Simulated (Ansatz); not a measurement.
**AlPH2 (triplet): the correlation ladder, def2-QZVPP**

An exercise on one series of results from a longer session: the logs are not shown, and one member is left open.

Program: Ansatz 0.2.0, Gaussian basis. Level of theory: def2-QZVPP, core rule «outside noble gas», up to 10 orbitals frozen. These are calculated values, not measurements.

The runs, in order: UHF; ROHF; CCSD(T) on UHF.

2 further runs of the same task are left out: 2 set aside as unsound or not needed.

### The system

The geometry is a PBE0/def2-TZVP stationary point (not a proven minimum).

4 atoms, charge 0, spin multiplicity 3.

Atoms are counted from 1 here; the program's logs count them from 0.

Bond lengths: Al1–P2 2.334 Å, Al1–H3 1.588 Å, Al1–H4 1.588 Å. Angles: P2–Al1–H3 119.7°, P2–Al1–H4 119.7°, H3–Al1–H4 120.5°.

The first run:

Input file in.yaml:

```yaml
crystal:
  periodic: [false, false, false]
  atoms:
    - {symbol: Al, position_ang: [0.000000, 0.000000, 1.179176]}
    - {symbol: P, position_ang: [0.000000, 0.000000, -1.155185]}
    - {symbol: H, position_ang: [0.000000, 1.378539, 1.966597]}
    - {symbol: H, position_ang: [0.000000, -1.378539, 1.966597]}
basis:
  gaussian: {orbitals: "def2-QZVPP.json"}
magnetization: {spin_polarized: true, initial_magnetization: 2}
hamiltonian: {xc: hf}
output: {orbitals: {seedname: orbitals}}
```

The run is started by

```console
$ ansatz run in.yaml --threads 1 --pin off --events-out ev --progress --plain --max-ram 2393MiB
```

Among the steps run: UHF; ROHF; CCSD(T) on UHF.

One of the session's tables, all rows but one given; the rest of the session is left out.

It belongs to the step «Misses and costs». 

| method | from UCCSD(T) (kcal/mol) |
| --- | --- |
| ROHF | ? |
| UHF | +147.58 |
| UMP2 | +27.12 |
| UCCSD | +5.52 |
| UCCSD(T) | 0 |

**Question.** Estimate the row for ROHF.

The run gave: from UCCSD(T) (kcal/mol): +151.41. In the column «from UCCSD(T) (kcal/mol)» it is the highest.
